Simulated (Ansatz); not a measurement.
# C2H4 + HO: molecular dynamics

Aim: follow the two partners and see whether they stay together, part or react. The start is relaxed first. Runs: 300 steps of 1 fs at constant energy, with velocities drawn for 500 K. SMILES of the start: [OH-].C=C.

Program: Ansatz 0.2.0. Level of theory: RKS LDA/def2-SVP. These are calculated values, not measurements.

## Step 1: Starting point

Bond lengths: O1–H2 0.968 Å, C3–C4 1.317 Å, C3–H5 1.088 Å, C3–H6 1.177 Å, C4–H7 1.081 Å, C4–H8 1.096 Å. Angles: C3–C4–H7 121.5°, C3–C4–H8 124.3°, H7–C4–H8 114.2°, C4–C3–H5 119.1°, C4–C3–H6 124.2°, H5–C3–H6 116.7°.

Structure file:

```xyz
8

O     0.3136   -0.1505   -2.3150
H    -0.0654   -1.0041   -2.5697
C    -0.2591   -0.2239    0.3541
C     0.1822    0.5945    1.2874
H    -0.9684   -1.0033    0.6263
H     0.0302   -0.1459   -0.7839
H     0.8846    1.3845    1.0605
H    -0.1177    0.5488    2.3403
```

## Step 2: Preparing the start

The input, input.yaml:

```yaml
crystal:
  periodic: [false, false, false]
  atoms:
    - { symbol: O, position_ang: [0.3136, -0.1505, -2.315] }
    - { symbol: H, position_ang: [-0.0654, -1.0041, -2.5697] }
    - { symbol: C, position_ang: [-0.2591, -0.2239, 0.3541] }
    - { symbol: C, position_ang: [0.1822, 0.5945, 1.2874] }
    - { symbol: H, position_ang: [-0.9684, -1.0033, 0.6263] }
    - { symbol: H, position_ang: [0.0302, -0.1459, -0.7839] }
    - { symbol: H, position_ang: [0.8846, 1.3845, 1.0605] }
    - { symbol: H, position_ang: [-0.1177, 0.5488, 2.3403] }
total_charge: -1
basis:
  gaussian: { orbitals: def2-SVP }
hamiltonian:
  xc: lda
relax:
  f_tol: 0.02
  max_steps: 40
scf:
  lower_state_search: "off"
output:
  orbitals: {}
```

Started as:

```console
$ ansatz run input.yaml --threads 1 --pin off --max-ram 2048MiB --backend cpu --events-out ev --progress --plain --runs-dir out
```

The runs that follow: Dynamics.

Q: Predict the outcome of this session. Wanted: relaxation of the start; temperature, first and last step; temperature, second half; potential energy, second half; largest change of the total energy; bonds formed or broken.

The runs gave:

```
                          quantity                          value
           relaxation of the start       29 moves, 0.350 eV lower
                            length              300 steps of 1 fs
  temperature, first and last step                  500 and 282 K
          temperature, second half  mean 261 K, from 109 to 403 K
     potential energy, second half    +24 meV/atom from the start
largest change of the total energy                  2.08 meV/atom
            bonds formed or broken                              0
```

What this shows: The temperature starts at 500 K and averages 261 K in the second half, where it ranges from 109 to 403 K; a mean near half the start is what vibrations about a minimum give, since they share energy equally between motion and strain. The total energy strays from its start by at most 2.08 meV/atom, 8.4 % of the mean kinetic energy, which is poor: the step of 1 fs is too long for the fastest motion. The bonds all hold. The partners' closest contact goes from 1.10 to 1.06 Å: a distance as short as a bond, so the partners are bound or have reacted. 300 fs on 8 atoms is far too short and small for converged averages. The nuclei move classically, without zero-point motion, which matters most for hydrogen.
